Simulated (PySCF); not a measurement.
**CCl⁺: energy against distance**

Set-up: basis C aug-cc-pVDZ, Cl aug-cc-pV(D+d)Z; no relativity; PySCF 2.14. Energies in eV from C⁺ + Cl in their ground configurations at the same level. All curves are PBE0. state 1: ¹Σ⁺ (singlet), closed shell; state 2: ³Π (triplet), unpaired electrons σ ↑, π ↑, a second solution, started from another occupation.

```json
{"R (Å)": "1.331", "state 1": "-5.073", "state 2": "-2.209"}
{"R (Å)": "1.393", "state 1": "-6.015", "state 2": "-3.156"}
{"R (Å)": "1.455", "state 1": "-6.531", "state 2": "-3.680"}
{"R (Å)": "1.502", "state 1": "-6.712", "state 2": "-3.870"}
{"R (Å)": "1.548", "state 1": "-6.760", "state 2": "-3.929"}
{"R (Å)": "1.594", "state 1": "-6.705", "state 2": "-3.891"}
{"R (Å)": "1.656", "state 1": "-6.514", "state 2": "-3.730"}
{"R (Å)": "1.734", "state 1": "-6.144", "state 2": "-3.418"}
{"R (Å)": "1.827", "state 1": "-5.588", "state 2": "-2.968"}
{"R (Å)": "1.950", "state 1": "-4.759", "state 2": "-2.366"}
```

Task: Put a parabola through the three lowest points of the state 1 curve and estimate Re, k and ωe (reduced mass 8.934 u; 1 eV/Å² = 0.16022 mdyn/Å; ωe = 1302.8·√(k/μ) cm⁻¹).

Result: Through R = 1.502, 1.548, 1.594 Å the second-order coefficient is 24.3 eV/Å², so Re ≈ 1.546 Å, k ≈ 7.80 mdyn/Å and ωe ≈ 1217 cm⁻¹. A polynomial fit of higher order to the unrounded PBE0 energies gives Re = 1.544 Å, k = 7.73 mdyn/Å, ωe = 1212 cm⁻¹; anharmonicity and rounding make the difference.

The higher-order fit for each curve: state 1: Re = 1.544 Å, ωe = 1212 cm⁻¹, De = 6.76 eV; state 2: Re = 1.551 Å, ωe = 1164 cm⁻¹, minimum 3.93 eV below the ground-state fragments.

For an ion De counts to the pair picked by the measured ionisation energies or electron affinities, which need not be the lowest pair at this level.
